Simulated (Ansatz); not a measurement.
`BS[SiH3]` + CH₃SH → `BSC` + `[SiH3]S` at 298.15 K and 1 bar (ligand exchange at a B–S bond).

Isolated molecules relaxed with PBE0-D4/def2-TZVP in Ansatz; ΔE leaves out vibrations. CCSD(T)/CBS adds triple-zeta CCSD(T) − MP2 to the extrapolated MP2 energy (def2 sets, frozen cores). This one scheme is used for every species.

```json
{"species": "`BS[SiH3]`", "CCSD(T)/CBS energy (Eh)": "-714.68055", "H − E (kJ/mol)": "142.2", "S (J/(mol·K))": "307.6"}
{"species": "CH₃SH", "CCSD(T)/CBS energy (Eh)": "-438.22835", "H − E (kJ/mol)": "133.0", "S (J/(mol·K))": "253.2"}
{"species": "`BSC`", "CCSD(T)/CBS energy (Eh)": "-463.64092", "H − E (kJ/mol)": "171.9", "S (J/(mol·K))": "287.7"}
{"species": "`[SiH3]S`", "CCSD(T)/CBS energy (Eh)": "-689.27336", "H − E (kJ/mol)": "102.7", "S (J/(mol·K))": "272.7"}
```

H − E and S are ideal-gas, rigid-rotor, harmonic terms from PBE0-D4/def2-TZVP. 1 Eh = 2625.50 kJ/mol, R = 8.31446 J/(mol·K).

By hand: ΔE, ΔH, ΔS and ΔG.

ΔE = (-463.64092) + (-689.27336) − (-714.68055) − (-438.22835) = -0.00538 Eh = -14.1 kJ/mol. Δ(H − E) = 171.9 + 102.7 − 142.2 − 133.0 = -0.6, so ΔH = -14.7 kJ/mol. ΔS = 287.7 + 272.7 − 307.6 − 253.2 = -0.4 J/(mol·K). ΔG = -14.7 − 298.15 × (-0.4)/1000 = -14.6 kJ/mol.

By hand: the equilibrium constant, and the temperature at which ΔG would vanish if ΔH and ΔS stayed fixed.

log₁₀ K = −ΔG/(RT ln 10) = 2.6. ΔG = 0 at ΔH/ΔS = 36750 K, far beyond where these terms or the molecules hold.

The number of gas molecules stays the same, so ΔS is small and ΔH decides. A doubt of 5 kJ/mol in ΔE shifts log₁₀ K by 0.9 here. These are equilibria of isolated gas molecules and say nothing of rates. Largest T1 diagnostic: 0.014 (customary marks: 0.02 for closed shells, 0.045 for open ones).
